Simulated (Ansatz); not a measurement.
# Al₂H (doublet): the correlation ladder at scale of all distances = 1.725, 6-31G

How much of the correlation energy of Al₂H (doublet) does each wave-function method recover here?

The runs use Ansatz 0.2.0, Gaussian basis; 6-31G, core rule «outside noble gas», up to 10 orbitals frozen.

The runs, in order: UHF; CCSD(T) on ROHF; CCSD(T) on UHF; BCCD(T) on ROHF; CISD; CCSDT(Q) on ROHF; CCSDT(Q) on UHF; CISDTQ; CCSDTQ on ROHF; CCSDTQ on UHF; CASSCF and MRCISD+Q, 3 electrons in 3 orbitals; CASSCF and NEVPT2, 3 electrons in 3 orbitals; CASSCF and MRCISD+Q, 7 electrons in 9 orbitals; CASSCF and NEVPT2, 7 electrons in 9 orbitals; Full CI.

20 further runs of the same task are left out: 1 for a known fault of the program, 1 for a mislabelled method, 15 that didn't finish, 3 set aside as unsound or not needed.

## 1. What is computed

The geometry derives from a PBE0/def2-TZVP stationary point (not a proven minimum). All distances are scaled together.

3 atoms, charge 0, spin multiplicity 2.

Atoms are counted from 1 here; the program's logs count them from 0.

No contacts short enough for the rule that draws bonds.

Coordinates:

```xyz
3

Al    0.00000    0.00000    0.60818
Al    0.00000    0.00000   -4.00954
H     0.00000    0.00000    3.40135
```

## 2. UHF

Input file in.yaml:

```yaml
crystal:
  periodic: [false, false, false]
  atoms:
    - {symbol: Al, position_ang: [0.000000, 0.000000, 0.608182]}
    - {symbol: Al, position_ang: [0.000000, 0.000000, -4.009536]}
    - {symbol: H, position_ang: [0.000000, 0.000000, 3.401354]}
basis:
  gaussian: {orbitals: 6-31G}
magnetization: {spin_polarized: true, initial_magnetization: 1}
hamiltonian: {xc: hf}
output: {orbitals: {seedname: orbitals}}
```

The run is started by

```sh
> ansatz run in.yaml --threads 1 --pin off --events-out ev --progress --plain --max-ram 2393MiB
```

The runs that follow: CCSD(T) on ROHF; CCSD(T) on UHF; BCCD(T) on ROHF; CISD; CCSDT(Q) on ROHF; CCSDT(Q) on UHF; CISDTQ; CCSDTQ on ROHF; CCSDTQ on UHF; CASSCF and MRCISD+Q, 3 electrons in 3 orbitals; CASSCF and NEVPT2, 3 electrons in 3 orbitals; CASSCF and MRCISD+Q, 7 electrons in 9 orbitals; CASSCF and NEVPT2, 7 electrons in 9 orbitals; Full CI.

Q: Predict the results of all the runs planned. Wanted: FCI below the RHF energy; RMP2 from FCI; UMP2 from FCI; RCCSD from FCI; RCCSD(T) from FCI; UCCSD(T) from FCI; RCCSDT(Q) from FCI; UCCSDT(Q) from FCI; NEVPT2 pair from FCI.

**Answer**, as computed:

```
                         quantity                                                                                                                                 value
         FCI below the RHF energy                                                                                                                            -2.7151 eV
                    RMP2 from FCI                                                                                                                       +27.06 kcal/mol
                    UMP2 from FCI                                                                                                                       +28.27 kcal/mol
                   RCCSD from FCI                                                                                                                        +0.99 kcal/mol
                RCCSD(T) from FCI                                                                                                                        +0.34 kcal/mol
                UCCSD(T) from FCI                                                                                                                        +0.45 kcal/mol
               RCCSDT(Q) from FCI                                                                                                                        +0.02 kcal/mol
               UCCSDT(Q) from FCI                                                                                                                        +0.02 kcal/mol
             NEVPT2 pair from FCI                                                                                                                       +16.37 kcal/mol
          NEVPT2 valence from FCI                                                                                                                        +3.40 kcal/mol
        MRCISD+Q valence from FCI                                                                                                                        +0.20 kcal/mol
levels within 1 kcal/mol (43 meV)  RCCSD, RCCSD(T), UCCSD(T), BCCD(T), RCCSDT, UCCSDT, CISDTQ, RCCSDT(Q), UCCSDT(Q), RCCSDTQ, UCCSDTQ, MRCISD valence, MRCISD+Q valence
                    T1 diagnostic                                                                                                                                 0.038
   effectively unpaired electrons                                                                                                                                  1.35
```

What this shows: RCCSD(T) lands +0.34 kcal/mol from the yardstick (0.5 % of the correlation energy). The occupations show some static correlation. Of the multireference levels listed MRCISD+Q valence comes nearest in total energy (+0.20 kcal/mol), which doesn't show that its space is the better one. These misses are within one basis, not against nature; the frozen cores of restricted and unrestricted runs differ, which can shift their rows.
